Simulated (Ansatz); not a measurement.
## How far each method lies from RCCSDT(Q) for [Br···H···SiH₂], singlet

Geometry: a point of a hydrogen-transfer path between rigid fragments, not a stationary point.

```xyz
5

Br   -0.9192    0.0159    0.0000
H     0.8688    0.0159    0.0000
Si    2.3698    0.0159    0.0000
H     2.9820   -0.8584    1.0900
H     2.9820   -0.8584   -1.0900
```

Basis cc-pVDZ; Ansatz 0.2.0. Correlated methods freeze the noble-gas cores and the filled d shells of p-block atoms, which leaves 14 electrons in 41 orbitals. R marks a restricted (for open shells ROHF) determinant, U an unrestricted one. Active spaces: valence = (14e, 11o) chosen from the atoms' valence shells; pair = (2e, 2o) about the gap. No spin–orbit coupling is included, and no scalar relativity.

Full CI isn't at hand for all of this; RCCSDT(Q) serves as the reference, and is uncertain by about the last step of the cluster series. The frozen core follows each run's orbitals, which can shift R against U totals by a few meV for light atoms and by up to 0.1 eV past Ca.

```
UHF ⟨S²⟩                          : 0.878
T1 diagnostic (RCCSD)             : 0.0296
largest doubles amplitude (RCCSD) : 0.241
```

| level | E − E(RCCSDT(Q)) (kcal/mol) | share of correlation (%) | wall time |
| --- | --- | --- | --- |
| RHF | 184.02 | 0.00 | – |
| RMP2 | 34.17 | 81.43 | – |
| CISD | 28.11 | 84.73 | 1.6 s |
| RCCSD | 8.88 | 95.18 | – |
| RCCSD(T) | 1.84 | 99.00 | 1.3 s |
| BCCD(T) | 2.06 | 98.88 | 1.5 s |
| RCCSDT | 0.77 | 99.58 | – |
| CASSCF (pair space) | 158.92 | 13.64 | – |
| NEVPT2 (pair space) | 26.31 | 85.70 | 2 s |
| MRCISD (pair space) | 17.33 | 90.58 | – |
| MRCISD+Q (pair space) | 1.54 | 99.16 | 2.2 s |
| CASSCF (valence space) | 128.58 | 30.13 | – |
| NEVPT2 (valence space) | 33.07 | 82.03 | 9 s |

The correlation energy at RCCSDT(Q), counted from RHF, is -7.980 eV. That run took 15 s on 1 thread of Arm Neoverse V2, shared host.

Run but not shown, since their state or frozen core can't be matched to the reference's or they repeat it: UHF, UMP2, UCCSD, UCCSD(T), UCCSDT, UCCSDT(Q).

Times hold each run's SCF and search for its determinant on a shared host, so for small cases they say little of a method's own cost; they ran on 1 thread of Arm Neoverse V2.

Natural occupations of CASSCF (valence space) about the gap: 1.999 1.984 1.977 1.972 1.706 0.297 0.026 0.024 0.017; effectively unpaired electrons, Σ n²(2−n)², 0.52.
